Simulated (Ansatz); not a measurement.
Mulliken charges of CH4OSi (`CO[SiH]`) from PBE/def2-TZVPP in Ansatz (PBE0-D4/def2-TZVP geometry).

```
atom   x (Å)   y (Å)   z (Å)  charge (e)
  C1  -0.512   0.485  -0.338      -0.116
  O2  -0.443  -0.446   0.718      -0.239
 Si3   0.797  -1.387   1.230       0.178
  H4  -1.296   0.181  -1.036       0.106
  H5   0.444   0.547  -0.869       0.085
  H6  -0.769   1.468   0.065       0.106
  H7   1.842  -0.916   0.184      -0.119
```

Task: By hand: the dipole of these point charges (1 e Å = 4.8032 D).

Result: Σ q r = (-0.093, 0.134, -0.112) e Å, of length 0.198 e Å = 0.95 D.

Task: How does the dipole of the full density compare? (Best estimate.)

Result: The calculation gave: (-0.039, 0.235, -0.256) e Å, 1.68 D; the point charges give 0.57 times that, at 23° from its direction.

Point charges leave out the atoms' own dipoles, such as those of lone pairs, and Mulliken's split depends on the basis, so the two needn't agree.
